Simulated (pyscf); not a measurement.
PySCF, gas phase, ωB97X-D3(BJ)/def2-SVP geometries.

### Question
For the elementary gas-phase step CH₄ + H₃C–InH–F → H₃C–InH–CH₃ + HF (singlet surface; C–H, F–In broken, C–In, F–H formed), what barrier and reaction energy does ωB97M-D3(BJ)/def2-TZVP give, measured from the separated reactants?

### Answer
ΔE‡ = 30.7 kcal/mol, ΔE = +28.6 kcal/mol. Zero-point energy shifts the barrier by -1.4 kcal/mol. It is a four-centre exchange, with an imaginary mode of 968i cm⁻¹. On the reactant side the descent ends in a complex, 4.3 kcal/mol under the separated species and 33.6 kcal/mol under the saddle at ωB97X-D3(BJ)/def2-TZVP. On the product side the descent ends in a complex (not fully relaxed), 6.6 kcal/mol under the separated species and 7.9 kcal/mol under the saddle at ωB97X-D3(BJ)/def2-TZVP. One saddle was located; it need not be the lowest between these sides. Elements past Kr carry the def2 core potentials, without spin-orbit coupling.
